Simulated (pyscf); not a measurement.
A first-order saddle from PySCF, ωB97X-D3(BJ)/def2-SVP:

```xyz
9

B     -0.6127    -0.3128     0.5723
O      0.0282    -0.3634     1.6502
H     -1.5700    -1.1157     0.2604
C     -0.3831     0.8169    -0.7405
C     -1.4211    -0.0679    -1.0590
H     -0.6161     1.8107    -0.3523
H      0.6191     0.6457    -1.1390
H     -1.2533    -0.9328    -1.7090
H     -2.4711     0.2161    -0.9337
```
Charge 0, spin multiplicity 1.

Surface: singlet, charge 0. Lowest wavenumbers (cm⁻¹): 911i, 172, 431, 521, 704.

Q: Name the species on either side of this saddle.

A: HB=O (SMILES B=O) + H₂C=CH₂ (SMILES C=C) <-> H₃C–CH₂–B=O (SMILES CCB=O), an addition across a multiple bond or ene-type step read from left to right: B–H broken and B–C, C–H formed. At CCSD(T)/def2-TZVPP + ΔMP2(QZVPP) it lies +49.6 kcal/mol from the left side and +86.7 kcal/mol from the right (each side as separated species at their lowest minima found). On the product side the descent ends in a point that may be a rotor saddle (no frequency run), 2.5 kcal/mol over the lowest minimum found and 83.6 kcal/mol under the saddle at ωB97X-D3(BJ)/def2-TZVP. At the saddle there is also a short B–C contact that neither side keeps. At ωB97X-D3(BJ)/def2-TZVP the barrier from the zero used here is 44.7 kcal/mol. The same reactants have a lower exit, to cyclic C₂H₅BO (SMILES B1CCO1) (barrier +33.3 kcal/mol at ωB97M-D3(BJ)/def2-TZVP, against +46.3 kcal/mol here). One saddle was located; it need not be the lowest between these sides. The CCSD(T) − MP2 part came from Ansatz, without density fitting, on the same reference.
